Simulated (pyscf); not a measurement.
GeH₄ + •H₂Si–SiH₃ → GeH₃• + H₃Si–SiH₃ (hydrogen abstraction; doublet surface; Ge–H broken, H–Si formed). Structures and frequencies: ωB97X-D3(BJ)/def2-SVP in PySCF. Energies in kcal/mol from the separated reactants.

```tsv
level	barrier	reaction energy
ωB97X-D3(BJ)/def2-TZVP	4.7	-2.5
PBE/def2-TZVP	0.5	-2.0
r²SCAN/def2-TZVP	2.9	-2.0
PBE0-D3(BJ)/def2-TZVP	2.0	-2.3
M06-2X/def2-TZVP	4.7	-5.6
HF/def2-TZVP	17.9	-4.2
```

The functionals in the table span 4.2 kcal/mol in this barrier, from PBE to M06-2X. One saddle was located; it need not be the lowest between these sides. The angle at the transferred H is 176°. Elements up to Kr have no core potential and no relativistic terms here.
